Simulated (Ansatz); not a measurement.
Isomers of C$_{3}$H$_{4}$ClN, relaxed with PBE0-D4/def2-TZVP in Ansatz; electronic energies, one conformer each and not always the lowest. Functionals use def2-TZVPP; CBS adds triple-zeta CCSD(T) − MP2 to the MP2 limit of def2-TZVPP and def2-QZVPP.

Problem. Order them by energy at frozen-core CCSD(T)/CBS, lowest first. (Best estimate.)
A. `CN=C=CCl`
B. `ClCC1=CN1`
C. `ClC1=NCC1`
D. `N=C1CC1Cl`

Solution. C (0.0 kJ/mol), A (48.2 kJ/mol), D (67.3 kJ/mol), B (207.4 kJ/mol).

Problem. How do HF/CBS(def2), r2SCAN-D4, B3LYP, PBE-D4 place them (kJ/mol, against `ClC1=NCC1`)? (An estimate is asked.)

Solution. Computed: 
```json
{"isomer": "`ClCC1=CN1`", "HF/CBS(def2)": "219.2", "r2SCAN-D4": "213.3", "B3LYP": "205.1", "PBE-D4": "208.0"}
{"isomer": "`N=C1CC1Cl`", "HF/CBS(def2)": "61.6", "r2SCAN-D4": "59.4", "B3LYP": "56.9", "PBE-D4": "59.8"}
{"isomer": "`CN=C=CCl`", "HF/CBS(def2)": "28.8", "r2SCAN-D4": "36.0", "B3LYP": "18.5", "PBE-D4": "37.1"}
```

B3LYP here is the variant with VWN-RPA as its local correlation; programs differ in this.
